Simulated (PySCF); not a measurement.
Gas-phase reaction: SiHCl3 ⇌ SiHCl + 2 Cl. Level: ωB97M-V/def2-TZVP†; standard pressure 1 bar.

Computed with PySCF and rigid-rotor harmonic-oscillator thermochemistry at 1 bar. † marks an energy on the PBE0/def2-TZVP geometry and frequencies. Open shells (unrestricted): Cl (multiplicity 2, electronic degeneracy 6); the rest are closed-shell singlets. Spin-orbit splitting is ignored; it lowers the true energy and changes the entropy of Cl. SiHCl: computed as isolated molecules; such fragments, hydroxides, amides, oligomers or adducts are transient or little studied in the gas. The harmonic model lacks anharmonicity and excited electronic states, which grow with temperature; levels with a mode under 35 cm⁻¹ are left out.

```tsv
T (K)	1000/T (1/K)	log10 K
1000	1.0000	-27.37
1200	0.8333	?
1400	0.7143	-15.51
1600	0.6250	-11.81
1800	0.5556	-8.94
2000	0.5000	-6.64
```

Question: Fit log10 K = a + b·(1000/T) to the five rows, get the mean ΔH° and ΔS°, and predict log10 K at 1200 K.

Answer: Means: 1000/T = 0.6790, log10 K = -14.054. Sums of products about the means: Sxy = -6.40518, Sxx = 0.154472, so b = Sxy/Sxx = -41.47 and a = -14.054 − (-41.47)×0.6790 = 14.10.
ΔH° = −R ln 10 × 1000 K × b = −19.145 × (-41.47) = 794 kJ; ΔS° = R ln 10 × a = 270 J/K. The run's own values go from 796 kJ and 272 J/K at 1000 K to 790 kJ and 268 J/K at 2000 K.
Prediction at 1200 K: 14.10 + (-41.47)×0.8333 = -20.46. The computed value is -20.45, 0.01 from the line.
For scale, ΔH°(298 K) is 798 kJ at this level, 804 kJ at ωB97X-V/def2-TZVP†, and runs from 590 to 905 kJ over the 20 levels computed.
